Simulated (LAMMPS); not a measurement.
Results of the machine-learned potential SNAP Ni_Zuo_JPCA2020.snap (LAMMPS) for fcc Ni.

Computed at the level's own relaxed cell.

```
Ni
1.0
    0.00000     1.76076     1.76076
    1.76076     0.00000     1.76076
    1.76076     1.76076     0.00000
Ni
1
Cartesian
  0.00000   0.00000   0.00000
```

Give the elastic tensor (Voigt notation, GPa, ions relaxed, in the Cartesian axes of the cell as printed).


```
  282.9   168.3   168.3     0.0     0.0     0.0
  168.3   282.9   168.3     0.0     0.0     0.0
  168.3   168.3   282.9     0.0     0.0     0.0
    0.0     0.0     0.0   129.3     0.0     0.0
    0.0     0.0     0.0     0.0   129.3     0.0
    0.0     0.0     0.0     0.0     0.0   129.3
```

Measured, for comparison: elastic constant C11 261 GPa, elastic constant C12 151 GPa, elastic constant C44 132 GPa (0 K, low-temperature values given for 0 K; zero-point effects included; as tabulated in Li et al. (2021), arXiv:2102.01972). Computed (rounded) less measured: elastic constant C11 +8 %, elastic constant C12 +11 %, elastic constant C44 -2 %.

A machine-learned potential is trained on density-functional data: it inherits that level's misses and adds fitting errors of its own.

Computed values are for the static lattice.
